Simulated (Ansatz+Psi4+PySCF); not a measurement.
doublet NaH₂O: levels of theory in one basis

```xyz
4

Na    0.0260   -0.0130   -0.0073
O    -0.0201   -0.0220    2.3533
H     0.8023   -0.0111    2.9305
H    -0.7709    0.0297    2.9230
```

Basis set: cc-pVTZ on H, O; cc-pCVTZ on Na (spherical functions). Correlated methods keep 2 orbitals frozen. Correlation on ROHF uses semicanonical orbitals with singles. Charge 0, multiplicity 2.

Computed with Ansatz (development build ahead of 0.2.0) and Psi4 1.11; each method stands on the lowest determinant of its kind that the runs found.

```csv
method,E − E(ROHF) (eV),<S²> of the determinant
ROHF,0.00,0.75
UHF,0.00,0.75
ROHF-MP2,-14.44,–
UHF-MP2,-14.44,0.75
```
